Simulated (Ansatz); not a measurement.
# PH⁻, doublet: reading a ladder of total energies

Geometry: a PBE0/def2-TZVPD stationary point for this spin.

```xyz
2

P     0.0000    0.0000    0.0000
H     0.0000    0.0000    1.4426
```

Basis aug-cc-pVDZ; Ansatz 0.2.0. Only valence electrons are correlated (noble-gas cores frozen), which leaves 7 electrons in 31 orbitals. R marks a restricted (for open shells ROHF) determinant, U an unrestricted one.

Full CI is exact within this basis and frozen core; it isn't the basis-set limit. The frozen core follows each run's orbitals, which can shift R against U totals by a few meV.

Runs differ by some tens of microhartree through their thresholds and, for an open shell, their frozen cores, so steps under 0.1 kcal/mol mean nothing.

```json
{"level": "UHF", "total energy (hartree)": "-341.281520"}
{"level": "UMP2", "total energy (hartree)": "-341.399532"}
{"level": "UCCSD", "total energy (hartree)": "-341.422150"}
{"level": "UCCSD(T)", "total energy (hartree)": "-341.426955"}
{"level": "UCCSDT", "total energy (hartree)": "-341.427832"}
{"level": "UCCSDT(Q)", "total energy (hartree)": "-341.428132"}
{"level": "UCCSDTQ", "total energy (hartree)": "-341.428158"}
{"level": "full CI", "total energy (hartree)": "-341.428165"}
```

Question: What is the correlation energy at full CI, and what share of it do UMP2 and UCCSD(T) recover?

Answer: E(corr) = -341.428165 − (-341.281520) = -0.146645 hartree = -3.990 eV. UMP2: -0.118012 / -0.146645 = 80.47 %. UCCSD(T): -0.145435 / -0.146645 = 99.17 %.

Question: By how many kcal/mol does UCCSD(T) miss full CI (1 hartree = 627.509 kcal/mol), and which steps make up the rest?

Answer: -341.426955 − (-341.428165) = 0.001210 hartree = 0.76 kcal/mol. Steps: UCCSDT − UCCSD(T) = -0.55, UCCSDT(Q) − UCCSDT = -0.19, UCCSDTQ − UCCSDT(Q) = -0.02, full CI − UCCSDTQ = 0.00 kcal/mol. That is within 1 kcal/mol of the reference in this basis, which itself misses far more of the correlation at the basis-set limit.
